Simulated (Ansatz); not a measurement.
## [CH3···H···Si], triplet: transfer scan

Starting geometry:

```
atom    x (Å)    y (Å)    z (Å)
   C  -1.8495   0.0000   0.0000
   H  -2.2127   1.0273   0.0000
   H  -2.2127  -0.5137   0.8897
   H  -2.2127  -0.5137  -0.8897
   H  -0.7599   0.0000   0.0000
  Si   1.0565   0.0000   0.0000
```

From there H5 is moved from one fragment to the other while all else, the fragments' distance too, stays fixed; atoms are numbered as listed. Energies are in kJ/mol, counted from the starting geometry at the same level.

Basis cc-pVDZ; Ansatz 0.2.0. Correlated methods freeze the noble-gas cores. Prefix R: restricted or restricted open-shell reference; prefix U: unrestricted.

Unrestricted rows (U) aren't spin-pure: their determinants' ⟨S²⟩ exceeds S(S+1) by up to 0.20, so they mix in states of higher spin.

Full CI isn't at hand for all of this; UCCSDT(Q) serves as the reference, and is uncertain by about the last step of the cluster series. The frozen core follows each run's orbitals, which can shift R against U totals by a few meV.

| distance C1-H5 (Å) | RHF |
| --- | --- |
| 1.013 | 5.8 |
| 1.090 | 0.0 |
| 1.143 | 9.6 |
| 1.197 | 27.6 |
| 1.251 | 52.2 |
| 1.305 | 82.0 |
| 1.358 | 115.8 |
| 1.412 | 154.5 |
| 1.466 | 197.8 |

Task: Estimate the UCCSDT(Q) curve in cc-pVDZ from this one, knowing how RHF errs.

Result: The computed UCCSDT(Q) values, in kJ/mol from the starting point, and the error of RHF against them:
| distance C1-H5 (Å) | UCCSDT(Q) | RHF less UCCSDT(Q) |
| --- | --- | --- |
| 1.013 | 12.2 | -6.4 |
| 1.090 | 0.0 | 0.0 |
| 1.143 | 4.9 | 4.7 |
| 1.197 | 17.9 | 9.7 |
| 1.251 | 37.1 | 15.0 |
| 1.305 | 61.3 | 20.7 |
| 1.358 | 89.1 | 26.7 |
| 1.412 | 121.1 | 33.4 |
| 1.466 | 157.0 | 40.7 |

The error spans 47.1 kJ/mol and is largest, 40.7 kJ/mol, at 1.466 Å.
